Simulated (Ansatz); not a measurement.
**SiH₃O (doublet): the correlation ladder at distance O1–H3 along a hydrogen transfer = 1.271 Å, cc-pVDZ**

Aim: climb from Hartree-Fock through coupled cluster and multireference methods for SiH₃O (doublet) at one geometry and basis, and see what each rung misses.

Computed with Ansatz 0.2.0, Gaussian basis. Level: cc-pVDZ, core rule «outside noble gas», up to 6 orbitals frozen.

To be run: UHF; CCSD(T) on ROHF; CCSD(T) on UHF; BCCD(T) on ROHF; CISD; CCSDT(Q) on ROHF; CCSDT(Q) on UHF; CASSCF and MRCISD+Q, 3 electrons in 3 orbitals; CASSCF and NEVPT2, 3 electrons in 3 orbitals.

8 further runs of the same task are left out: 1 for a mislabelled method, 5 that didn't finish, 2 set aside as unsound or not needed.

### Step 1. The system

The geometry derives from fragments relaxed apart (PBE0/def2-TZVP) and kept rigid, so it is no stationary point. A hydrogen atom is moved between rigid fragments.

5 atoms, charge 0, spin multiplicity 2.

Atoms are counted from 1 here; the program's logs count them from 0.

Bond lengths: O1–H2 0.960 Å, H3–Si4 1.492 Å, Si4–H5 1.532 Å. Angles: H3–Si4–H5 105.0°.

### Step 2. UHF

in.yaml reads:

```yaml
crystal:
  periodic: [false, false, false]
  atoms:
    - {symbol: O, position_ang: [-1.736718, 0.011831, 0.000000]}
    - {symbol: H, position_ang: [-1.986027, 0.938406, 0.000000]}
    - {symbol: H, position_ang: [-0.465718, 0.011831, 0.000000]}
    - {symbol: Si, position_ang: [1.026282, 0.011831, 0.000000]}
    - {symbol: H, position_ang: [1.422716, -1.467683, 0.000000]}
basis:
  gaussian: {orbitals: cc-pVDZ}
magnetization: {spin_polarized: true, initial_magnetization: 1}
hamiltonian: {xc: hf}
output: {orbitals: {seedname: orbitals}}
```

Command:

```
> ansatz run in.yaml --threads 1 --pin off --events-out ev --progress --plain --max-ram 2393MiB
```

After this run come: CCSD(T) on ROHF; CCSD(T) on UHF; BCCD(T) on ROHF; CISD; CCSDT(Q) on ROHF; CCSDT(Q) on UHF; CASSCF and MRCISD+Q, 3 electrons in 3 orbitals; CASSCF and NEVPT2, 3 electrons in 3 orbitals.

Before running them: what should the planned runs give, taken together? Wanted: UCCSDT(Q) below the RHF energy; RMP2 from UCCSDT(Q); UMP2 from UCCSDT(Q); RCCSD from UCCSDT(Q); RCCSD(T) from UCCSDT(Q); UCCSD(T) from UCCSDT(Q); RCCSDT(Q) from UCCSDT(Q); MRCISD+Q pair from UCCSDT(Q); T1 diagnostic.

As calculated:

```
                         quantity                      value
   UCCSDT(Q) below the RHF energy                 -9.1025 eV
              RMP2 from UCCSDT(Q)            +29.35 kcal/mol
              UMP2 from UCCSDT(Q)            +35.47 kcal/mol
             RCCSD from UCCSDT(Q)             +6.53 kcal/mol
          RCCSD(T) from UCCSDT(Q)             +1.54 kcal/mol
          UCCSD(T) from UCCSDT(Q)             +1.87 kcal/mol
         RCCSDT(Q) from UCCSDT(Q)             +0.02 kcal/mol
     MRCISD+Q pair from UCCSDT(Q)             +4.29 kcal/mol
levels within 1 kcal/mol (43 meV)  RCCSDT, UCCSDT, RCCSDT(Q)
                    T1 diagnostic                      0.045
```

RCCSD(T) lands +1.54 kcal/mol from the yardstick (0.7 % of the correlation energy). These misses are within one basis, not against nature; the frozen cores of restricted and unrestricted runs differ, which can shift their rows.
